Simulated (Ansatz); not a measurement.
# Correlation methods on CH₂, triplet

Calculated in Ansatz's Gaussian-basis code; BCCD by scripts on PySCF. Settings: STO-3G; 1 core orbital frozen; no relativity. Perturbation and coupled-cluster methods stand on the Hartree–Fock determinant that coupled cluster favours; RHF here means ROHF, with semicanonical perturbation theory. The state met can differ between shapes. A minimal or small basis: far from the basis limit. The unrestricted determinant is a mixture of spins, so it may stand for another state.

Shape A. A bond is stretched, to 2.41 times the sum of the covalent radii.

| atom | x (Å) | y (Å) | z (Å) |
| --- | --- | --- | --- |
| C | 0.0000 | 0.0000 | 0.0000 |
| H | 0.0000 | 2.3760 | 1.0080 |
| H | 0.0000 | -0.9900 | 0.4200 |

Shape B. A bond is stretched, to 1.58 times the sum of the covalent radii.

| atom | x (Å) | y (Å) | z (Å) |
| --- | --- | --- | --- |
| C | 0.0000 | 0.0000 | 0.0000 |
| H | 0.0000 | 1.5543 | 0.6594 |
| H | 0.0000 | -0.9900 | 0.4200 |

Shape C:

```xyz
3

C     0.0000    0.0000    0.0000
H     0.0000    0.9603    0.4074
H     0.0000   -0.9900    0.4200
```

Correlation energy of CCSD(T), then each method's total less that of CCSD(T), in eV:

```json
{"case": "A UHF", "E corr CCSD(T)": "-0.588", "CCSD": "+0.011", "BCCD": "+0.012", "BCCD(T)": "-0.001", "determinant": "⟨S²⟩ = 2.980"}
{"case": "B RHF", "E corr CCSD(T)": "-2.239", "CCSD": "+0.014", "BCCD": "+0.013", "BCCD(T)": "0.000", "determinant": "–"}
{"case": "C RHF", "E corr CCSD(T)": "-1.132", "CCSD": "+0.002", "BCCD": "+0.002", "BCCD(T)": "0.000", "determinant": "–"}
{"case": "C UHF", "E corr CCSD(T)": "-0.980", "CCSD": "+0.002", "BCCD": "+0.002", "BCCD(T)": "0.000", "determinant": "⟨S²⟩ = 2.018"}
```

Q: How far does full CI lie from CCSD(T) in each case, and where is CCSD(T) within 1 kcal/mol (0.043 eV)?

A: A UHF: -0.031 eV (within, spin-contaminated determinant); B RHF: -0.010 eV (within); C RHF: -0.001 eV (within); C UHF: -0.001 eV (within).

Several Brueckner solutions were met.
